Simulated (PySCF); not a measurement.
# CF⁺ at other levels of theory

Starting from one script, swap the method and compare what comes out for CF⁺.

Method: method and basis as typed in the scripts; program: PySCF 2.14.0.

## Step 1: The starting structure

CF⁺: 2 atoms, charge 1, spin multiplicity 1.

Bond lengths: C1–F2 1.154 Å.

## Step 2: The run that the others are compared with

Contents of input.py:

```python
from pyscf import gto, scf, mcscf

mol = gto.M(
    atom='C 0 0 0; F 0 0 1.154',
    basis='cc-pcvdz',
    charge=1,
    spin=0,
    verbose=4,
)
mf = scf.RHF(mol)
mf.kernel()
mc = mcscf.CASSCF(mf, 6, 4)
mc.kernel()
mc.analyze()
mf.dip_moment()
print('orbital energies (hartree):', mf.mo_energy[..., max(0, mol.nelec[1]-3):mol.nelec[0]+3].round(4))
```

On the command line:

```bash
OMP_NUM_THREADS=1 python input.py
```

The log of this run is left out.

It gives: E(SCF) = -136.853410 Eh, 9 cycles, E(CAS) − E(SCF) = -0.06514 Eh.

The bond length is a typed value, not an optimised one. The dipole of an ion depends on the origin.

## Step 3: CASCI

Variant 1 changes step after the SCF: casscf → casci; active space: 4 electrons in 6 orbitals → 6 electrons in 5 orbitals.

Contents of input.py:

```python
from pyscf import gto, scf, mcscf

mol = gto.M(
    atom='C 0 0 0; F 0 0 1.154',
    basis='cc-pcvdz',
    charge=1,
    spin=0,
    verbose=4,
)
mf = scf.RHF(mol)
mf.kernel()
mc = mcscf.CASCI(mf, 5, 6)
mc.kernel()
mc.analyze()
mf.dip_moment()
print('orbital energies (hartree):', mf.mo_energy[..., max(0, mol.nelec[1]-3):mol.nelec[0]+3].round(4))
```

On the command line:

```bash
OMP_NUM_THREADS=1 python input.py
```

## Step 4: Geometry optimisation

Variant 2 changes step after the SCF: casscf → optimize.

Contents of input.py:

```python
from pyscf import gto, scf
from pyscf.geomopt.geometric_solver import optimize

mol = gto.M(
    atom='C 0 0 0; F 0 0 1.154',
    basis='cc-pcvdz',
    charge=1,
    spin=0,
    verbose=4,
)
mf = scf.RHF(mol)
mf.kernel()
mol_eq = optimize(mf, maxsteps=30)
print('optimised geometry (angstrom)')
print(mol_eq.tostring('raw'))
print('orbital energies (hartree):', mf.mo_energy[..., max(0, mol.nelec[1]-3):mol.nelec[0]+3].round(4))
```

## Step 5: Gradient

Variant 3 changes step after the SCF: casscf → gradient.

input.py: that of step 2 with these lines changed.

```diff
@@ -1,2 +1,2 @@
-from pyscf import gto, scf, mcscf
+from pyscf import gto, scf
 
@@ -11,5 +11,3 @@
 mf.kernel()
-mc = mcscf.CASSCF(mf, 6, 4)
-mc.kernel()
-mc.analyze()
+mf.nuc_grad_method().kernel()
 mf.dip_moment()
```

## Step 6: TDA

Variant 4 changes step after the SCF: casscf → tda; number of roots: none → 4.

input.py: that of step 2 with these lines changed.

```diff
@@ -1,2 +1,2 @@
-from pyscf import gto, scf, mcscf
+from pyscf import gto, scf, tdscf
 
@@ -11,5 +11,6 @@
 mf.kernel()
-mc = mcscf.CASSCF(mf, 6, 4)
-mc.kernel()
-mc.analyze()
+td = tdscf.TDA(mf)
+td.nstates = 4
+td.kernel()
+td.analyze()
 mf.dip_moment()
```

## Step 7: TDHF

Variant 5 changes step after the SCF: casscf → tddft; number of roots: none → 5.

input.py: that of step 2 with these lines changed.

```diff
@@ -1,2 +1,2 @@
-from pyscf import gto, scf, mcscf
+from pyscf import gto, scf, tdscf
 
@@ -11,5 +11,6 @@
 mf.kernel()
-mc = mcscf.CASSCF(mf, 6, 4)
-mc.kernel()
-mc.analyze()
+td = tdscf.TDHF(mf)
+td.nstates = 5
+td.kernel()
+td.analyze()
 mf.dip_moment()
```

**Question.** What will these runs give? Wanted: for each run, E(SCF); from base; gap; after the SCF.

The runs gave:

```tsv
run	E(SCF) (hartree)	from base (eV)	cycles	gap (eV)	after the SCF
base	-136.853410	0	9	19.07	CASSCF correlation -1.773 eV
CASCI	-136.853410	0.0000	9	19.07	CASCI correlation -1.059 eV
geometry optimisation	-136.853410	0.0000	9	19.07	bond 1.138 Å, -0.013 eV
gradient	-136.853410	0.0000	9	19.07	n/a
TDA	-136.853410	0.0000	9	19.07	lowest root found 8.45 eV
TDHF	-136.853410	0.0000	9	19.07	lowest root found 8.03 eV
```

SCF columns refer to the geometry typed in the script.

What this shows: Total energies from different bases, Hamiltonians or methods carry different errors, so properties are taken as differences within one set-up.
